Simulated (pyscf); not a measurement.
Single points on ωB97X-D3(BJ)/def2-SVP structures (PySCF, gas phase).

SMILES: N[SiH](F)O[SiH3]
```xyz
11

N     -1.2377     0.7855     0.3217
Si    -0.6337     1.4931    -1.1160
F      0.6360     2.3819    -0.6358
O     -0.1545     0.3012    -2.1449
Si     0.4346    -1.2337    -1.8493
H     -1.0700     1.2113     1.2263
H     -2.0368     0.1620     0.3320
H     -1.5283     2.3879    -1.8779
H      0.9807    -1.7649    -3.1259
H     -0.6677    -2.1223    -1.3801
H      1.5099    -1.2006    -0.8189
```
Charge 0, spin multiplicity 1.

Task: How much does it cost (ΔH, 298 K, ωB97M-D3(BJ)/def2-TZVP) to split H₂N–SiH(F)–O–SiH₃ (SMILES N[SiH](F)O[SiH3]) at its N–Si bond into NH₂• + F–SiH•–O–SiH₃?

Result: N–Si to NH₂• + F–SiH•–O–SiH₃: 5.02 eV. The 7 functionals that were run give +4.68 (r²SCAN) to +5.03 eV (M06-2X). Other isomers of F–SiH•–O–SiH₃ were not searched in full and may lie lower.
